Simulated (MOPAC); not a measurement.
MOPAC input (PM3):

```
PM3 PRECISE GNORM=0.05 LET XYZ CHARGE=1 GEO-OK AUX(PRECISION=9) THREADS=1
H3Si

Si    0.00000000 1    0.00000000 1    0.00000000 1
H     0.01222522 1    1.46745298 1   -0.00876651 1
H     1.26466648 1   -0.74421996 1    0.01999757 1
H    -1.27689170 1   -0.72323302 1   -0.01123105 1
```

Problem. What heat of formation does the run end on?

Solution. 223.29 kcal/mol.
